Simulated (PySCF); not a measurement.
## Orbital picture of AlH⁺

PBE at R = 1.627 Å; Al x2c-SVPall, H x2c-SVPall; spin-free X2C with a Gaussian nucleus (PySCF 2.14). State: ²Σ⁺ (doublet), unpaired electrons σ ↑. Only the outer orbitals are listed, counted within each symmetry.

```
spin  orbital  occ.  ε (eV)  on Al (%)           main shells (%)
   α       4σ     1  -16.94         62           58 Al s, 38 H s
   α       5σ     1  -13.03         74  38 Al p, 35 Al s, 26 H s
   α       2π     0   -9.42        100                  100 Al p
   α       2π     0   -9.42        100                  100 Al p
   α       6σ     0   -5.61         86  64 Al p, 14 H s, 13 Al d
   β       4σ     1  -16.14         70           62 Al s, 30 H s
   β       5σ     0  -11.35         72  37 Al s, 33 Al p, 28 H s
   β       2π     0   -8.77        100                  100 Al p
   β       2π     0   -8.77        100                  100 Al p
```

Problem. Which are the highest filled and the lowest empty level, where do they sit, and how wide is the gap?

Solution. Highest filled α 5σ at -13.03 eV (in %: 38 Al p, 35 Al s, 26 H s); lowest empty β 5σ at -11.35 eV (in %: 37 Al s, 33 Al p, 28 H s); the gap at PBE is 1.68 eV.

```json
{"bond order (Mayer)": "0.86", "⟨S²⟩": "0.755", "charge on Al (Mulliken, basis-dependent)": "0.95", "charge on Al (Löwdin, basis-dependent)": "0.99", "dipole moment (positive dipole points towards H; it is taken about the centre of mass and depends on that origin)": "-0.29 D", "polarisability along the bond": "28.8 bohr³", "polarisability across the bond": "21.6 bohr³"}
```

The state was picked by a PBE0 search and need not be the measured ground state.
